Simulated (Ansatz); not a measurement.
Rock-salt SnTe (cubic form, which distorts at low temperature), treated with PBE (Ansatz, an electronic-structure program, plane waves, PAW).

Numerical settings: plane-wave cutoff 520 eV, 20×20×20 k mesh, Fermi–Dirac smearing 0.05 eV, scalar-relativistic PAW data made under PBE.

The cell has the measured lattice: a = b = c = 6.316 Å, α = β = γ = 90.00°.

Problem. What does this level give for the elastic constant C44, elastic constant C11, elastic constant C12, polycrystal shear modulus (Hill average) and Voigt–Reuss–Hill bulk modulus?

Solution. 
- elastic constant C44: 16.6 GPa
- elastic constant C11: 139 GPa
- elastic constant C12: 4.03 GPa
- polycrystal shear modulus (Hill average): 30.3 GPa
- Voigt–Reuss–Hill bulk modulus: 48.9 GPa

Measured, for comparison: elastic constant C44 9.69 GPa, elastic constant C11 109 GPa, elastic constant C12 2.1 GPa (temperature not stated, not corrected to a static lattice; as tabulated in Oses et al. (2018), arXiv:1811.08464). Computed (rounded) less measured: elastic constant C44 +71 %, elastic constant C11 +28 %, elastic constant C12 +92 %.

Note: the solid has no gap at this level, which affects its response; symmetry holds this phase in the static calculation, where it need not be a minimum; the cell isn't this level's own, so it is under some stress, which shifts stiffness and frequencies.

Elastic constants are with the ions relaxed.

Spin–orbit coupling is not included.

Static lattice: no zero-point or thermal effects.

It cost about 7 core-minutes (a rough figure) of CPU time.
